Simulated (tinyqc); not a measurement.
Pariser-Parr-Pople SCF with singles CI, for the molecule c1cc[nH]c1 (SMILES; centres numbered as the heavy atoms are written), step by step. One step of it, computed by the program tinyqc.

Problem. Iteration 1: orbitals and new P. Diagonalise F (the basis is taken as orthonormal) and form P = 2 sum c c over the lowest orbitals; 0.5 of the old P is kept.

F (eV), lower triangle:
```
           1C         2C         3C         4N         5C
1C  -4.998716
2C  -4.813676  -4.998081
3C   0.661500  -4.863375  -7.352903
4N   0.732326   0.732223  -4.899229  -9.863669
5C  -4.862705   0.661255   0.690588  -4.899647  -7.354718
```

pi electrons, sum of z_r less the charge = 6

P at the start, lower triangle:
```
           1C         2C         3C        4N        5C
1C   1.194582
2C   0.641795   1.194582
3C  -0.239649   0.654778   1.196994
4N  -0.253122  -0.253122   0.642197  1.216848
5C   0.654778  -0.239649  -0.250219  0.642197  1.196994
```

Give: orbital energies; P after iteration 1.

Solution.

orbital energies (eV): -16.0069  -10.8941  -10.7267  0.3946  2.6650

P after iteration 1, lower triangle:
```
         1C       2C       3C      4N      5C
1C   1.1355
2C   0.6489   1.1355
3C  -0.1857   0.6689   1.2093
4N  -0.2678  -0.2677   0.6121  1.3103
5C   0.6689  -0.1857  -0.3041  0.6121  1.2094
```
